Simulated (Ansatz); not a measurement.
We consider bcc V, described by HSE06 (Ansatz, a quantum-chemistry and plane-wave program, plane waves, PAW).

Run with plane-wave cutoff 500 eV, 12×12×1 k mesh (along the axes of the cell as run), Fermi–Dirac smearing 0.1 eV, scalar-relativistic PAW data made under PBE.

The cell is the one relaxed with r²SCAN.

Q: Estimate the surface energy of the (111) face and work function of the (111) face that the calculation returns.

A: 
- surface energy of the (111) face: 2.87 J/m²
- work function of the (111) face: 3.98 eV

Note: exact exchange on metals is sensitive to the k mesh and can open a false gap.

The slab of 12 atoms is relaxed and unreconstructed.

The computed numbers hold no vibrational or temperature effects.

Cost on a shared machine: very roughly 80 core-minutes.
